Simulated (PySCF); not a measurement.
**SiS: from the state search to spectroscopic constants**

An exercise on one series of results from a longer session: the logs are not shown, and one member is left open.

Method: Si def2-TZVPPD, S def2-TZVPPD, no relativity; program: PySCF 2.14.0.

The first run:

The job is set up so:

| Quantity | Value |
| --- | --- |
| atoms | Si, S |
| charge | 0 |
| basis | Si def2-TZVPPD, S def2-TZVPPD |
| Hamiltonian | no relativity |
| basis functions | 99 |
| electrons treated | 30 |
| masses in u | 27.9769, 31.9721 |
| levels | PBE0, PBE, r²SCAN, PBEsol, M06-2X, BP86, M06-L, revPBE, ωB97X-V, HF, MP2, SCS-MP2, CCSD, CCSD(T) |
| grid | 80 radial by 434 angular points |
| occupations | held fixed by the projection of orbital angular momentum |
| dissociation limit | Si + S, each in its ground configuration |
| starting distance in angstrom | 2.100 |
| values of 2S to try | 0, 2, 4 |

On the command line:

```console
$ OMP_NUM_THREADS=2 python dia.py task.json out
```

Among the steps run: Set-up; PBE0 along the bond; Higher solutions at PBE0; PBE; r²SCAN; PBEsol (GGA); M06-2X; BP86; M06-L (meta-GGA); revPBE; ωB97X-V (range-separated hybrid); RHF; MP2 and coupled cluster.

One table of the session follows, with a row left open; its other results are not shown here.

It belongs to the step «The curves together». Energy (eV) from each level's lowest point:

```
R (Å)    RHF  RHF-MP2  RHF-SCS-MP2  RHF-CCSD  RHF-CCSD(T)
1.664  1.615    1.854        1.848       n/a          n/a
1.742  0.667    0.847        0.841     0.804        0.868
1.819  0.167    0.280        0.276     0.253        0.293
1.877  0.012    0.070        0.068     0.056        0.077
1.935  0.000    0.000        0.000     0.000        0.000
1.993      ?        ?            ?         ?            ?
2.071  0.363    0.213        0.220     0.253        0.195
2.167  0.835    0.571        0.583     0.642        0.534
2.283  1.528    1.124        1.142     1.232        1.056
2.438  2.543    1.973        1.995       n/a          n/a
```

Estimate the missing values for R (Å) = 1.993.

Worked estimate for «RHF». A straight line through the neighbours (1.935, 0.000) and (2.071, 0.363) gives 0.000 + (0.363 − 0.000) × (1.993 − 1.935) / (2.071 − 1.935) = 0.155; a parabola fitted to 4 rows on both sides gives 0.108.

**Answer.** RHF: 0.100; RHF-MP2: 0.038; RHF-SCS-MP2: 0.040; RHF-CCSD: 0.054; RHF-CCSD(T): 0.030. In «RHF» the line misses by +0.055 and the parabola by +0.008.
